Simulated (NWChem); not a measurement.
# One shape, several levels: PN (phosphorus nitride)

Wanted: a comparison of 6 runs (B3LYP/pcseg-3, B3LYP/pcseg-0, B3LYP/pcseg-1, B3LYP/cc-pVTZ, B3LYP/pcseg-2, B3LYP/cc-pVQZ) of PN (phosphorus nitride). 

The calculation is run with NWChem 7.3.0.

1 further run of the same task is left out (set aside as unsound or not needed).

## Step 1: The structure to begin with

The species is PN (2 atoms), meant as a singlet with charge 0. As SMILES, `N#P`. The bond length is the measured one.

Bond lengths: N1–P2 1.491 Å.

## Step 2: The response to a field at B3LYP/pcseg-3 (run 1)

Input file test.nw:

```
start test
title "NP"
memory 2200 mb
geometry noautosym nocenter noautoz
  N     0.000000    0.000000    0.000000
  P     0.000000    0.000000    1.490866
end
basis "ao basis" spherical bse
  * library pcseg-3
end
dft
  xc b3lyp
  grid fine
  convergence energy 1e-08
  maxiter 100
  mulliken
  print low
end
property
  response 1 0
end
task dft property
```

On the command line:

```
$ nwchem test.nw > test.out
```

The log of the run:

```text
[...]
 d= 0,ls=0.0,diis     1   -396.0486388465 -4.33D+02  1.07D-02  7.64D-01     7.7
[...]
 d= 0,ls=0.0,diis    10   -396.1321682573 -1.64D-10  4.48D-08  6.24D-11    58.6
         Total DFT energy =     -396.132168257314
      One electron energy =     -620.187051452018
           Coulomb energy =      216.858316700067
    Exchange-Corr. energy =      -30.072786448531
 Nuclear repulsion energy =       37.269352943167
[...]
      Total Density - Mulliken Population Analysis
     ---------------------------------------------
    Atom       Charge   Shell Charges
 -----------   ------   -------------------------------------------------------
    1 N    7     7.33   0.92  1.05  0.50  0.99  0.27  1.35  1.21  0.83  0.16  0.00  0.00  0.02  0.02  0.00  0.00  0.00
    2 P   15    14.67   2.00  1.40  0.49  0.30  1.14  0.59  5.86  0.47  1.18  0.94  0.12  0.00  0.01  0.07  0.08  0.00  0.02  0.00
[...]
 Anisotropic =      15.7090827
[...]
```

Wall time 3.9 min (1 thread of Intel Xeon Platinum 8259CL at 2.50GHz (Skylake/Cascade Lake), shared host); peak memory 0.13 GiB.

## Step 3: The response to a field at B3LYP/pcseg-0 (run 2)

Input file m1.nw:

```
start m1
memory total 2200 mb

geometry units angstrom noautosym nocenter noautoz
N     0.000000    0.000000    0.000000
P     0.000000    0.000000    1.490866
end

basis "ao basis" spherical bse
* library pcseg-0
end

dft
xc b3lyp
grid fine
convergence energy 1e-08
iterations 100
mulliken
noprint "final vectors analysis"
end

property
response 1 0
end

task dft property
```

On the command line:

```
$ nwchem m1.nw > m1.out
```

The log of the run:

```text
[...]
          Wavefunction type:  closed shell.
          No. of atoms     :     2
          No. of electrons :    22
[...]
          Charge           :     0
          Spin multiplicity:     1
[...]
          AO basis - number of functions:    22
[...]
              XC Information
              --------------
                         B3LYP Method XC Potential
                     Hartree-Fock (Exact) Exchange  0.200
                        Slater Exchange Functional  0.800 local
                    Becke 1988 Exchange Functional  0.720 non-local
              Lee-Yang-Parr Correlation Functional  0.810
                  VWN I RPA Correlation Functional  0.190 local
[...]
 d= 0,ls=0.0,diis     1   -395.4313775299 -4.33D+02  9.09D-02  5.06D-01     0.2
[...]
 d= 0,ls=0.0,diis    10   -395.5122233172 -3.30D-11  5.19D-08  1.35D-12     1.0
         Total DFT energy =     -395.512223317208
      One electron energy =     -618.832356979164
           Coulomb energy =      216.059715614555
    Exchange-Corr. energy =      -30.008934895766
 Nuclear repulsion energy =       37.269352943167
[...]
      Total Density - Mulliken Population Analysis
     ---------------------------------------------
    Atom       Charge   Shell Charges
 -----------   ------   -------------------------------------------------------
    1 N    7     7.59   1.99  1.01  1.03  1.52  2.05
    2 P   15    14.41   2.00  2.00  1.17  0.70  5.84  1.21  1.49
[...]
 Anisotropic =      14.7167055
[...]
```

Run time: 4.5 s. Hardware: 1 thread of Intel Xeon Platinum 8259CL at 2.50GHz (Skylake/Cascade Lake), shared host; peak memory 0.11 GiB.

Runs 3 to 5 aren't shown in full; the table further down has their settings and results.

## Step 4: The charge distribution at B3LYP/cc-pVQZ (run 6)

Input file struct.nw:

```
START struct
TITLE "NP"
memory 2200 mb
GEOMETRY units angstroms noautosym nocenter noautoz
   N        0.000000       0.000000       0.000000
   P        0.000000       0.000000       1.490866
END
BASIS spherical bse
   * library cc-pVQZ
END
DFT
   xc b3lyp
   grid fine
   convergence energy 1e-08
   maxiter 100
   mulliken
   noprint "final vectors analysis"
END
PROPERTY
   dipole
   quadrupole
   mulliken
END
TASK dft property
```

On the command line:

```
$ nwchem struct.nw > struct.out
```

The log of the run:

```text
[...]
          Wavefunction type:  closed shell.
          No. of atoms     :     2
          No. of electrons :    22
[...]
          Charge           :     0
          Spin multiplicity:     1
[...]
          AO basis - number of functions:   114
[...]
              XC Information
              --------------
                         B3LYP Method XC Potential
                     Hartree-Fock (Exact) Exchange  0.200
                        Slater Exchange Functional  0.800 local
                    Becke 1988 Exchange Functional  0.720 non-local
              Lee-Yang-Parr Correlation Functional  0.810
                  VWN I RPA Correlation Functional  0.190 local
[...]
 d= 0,ls=0.0,diis     1   -396.0427754437 -4.33D+02  1.46D-02  7.86D-01     9.0
[...]
 d= 0,ls=0.0,diis    10   -396.1254224002 -8.46D-10  8.60D-08  9.30D-11    59.0
         Total DFT energy =     -396.125422400161
      One electron energy =     -619.967506162800
           Coulomb energy =      216.620757858835
    Exchange-Corr. energy =      -30.048027039363
 Nuclear repulsion energy =       37.269352943167
[...]
      Total Density - Mulliken Population Analysis
     ---------------------------------------------
    Atom       Charge   Shell Charges
 -----------   ------   -------------------------------------------------------
    1 N    7     7.34   1.99 -0.04  0.44  0.95  0.31  0.33  1.00  1.52  0.77  0.00  0.01  0.04  0.00  0.00  0.00
    2 P   15    14.66   2.01  1.85  0.07  0.44  1.02  0.53 -0.33  6.34  0.95  1.20  0.39  0.03  0.06  0.08  0.01  0.01  0.00
[...]
   Dipole moment        2.8545898351 Debye(s)
             DMX       -0.0000000066 DMXEFC        0.0000000000
             DMY        0.0000000120 DMYEFC        0.0000000000
             DMZ        2.8545898351 DMZEFC        0.0000000000
   -EFC- dipole         0.0000000000 DEBYE(S)
   Total dipole         2.8545898351 DEBYE(S)
[...]
```

It took 60 s on 1 thread of Intel Xeon Platinum 8259CL at 2.50GHz (Skylake/Cascade Lake), shared host; peak memory 0.12 GiB.

Atomic charges (e):

```
atom  Mulliken  Löwdin
  N1    -0.340  -0.130
  P2    +0.340  +0.130
```

## Step 5: Overview of the runs

```
run          level            task  frequency  energy (Eh)  mean polarisability (bohr³)  wall time
  1  B3LYP/pcseg-3  polarizability          0  -396.132168                         26.1    3.9 min
  2  B3LYP/pcseg-0  polarizability          0  -395.512223                         17.5      4.5 s
  3  B3LYP/pcseg-1  polarizability          0  -396.059391                         20.6      9.3 s
  4  B3LYP/cc-pVTZ      properties          –  -396.115577                            –       19 s
  5  B3LYP/pcseg-2  polarizability          0  -396.122614                         22.6       32 s
  6  B3LYP/cc-pVQZ      properties          –  -396.125422                            –       60 s
```

## Step 6: Results

| quantity | value |
| --- | --- |
| run 6: total energy | -396.12542 Eh |
| run 6: dipole moment | 2.85 D |

Over runs 2, 3, 4, 5, 6 the dipole moment (its size) runs from 2.36 D (B3LYP/pcseg-0) to 2.90 D (B3LYP/pcseg-2). All runs together took 6 min, the longest 3.9 min.
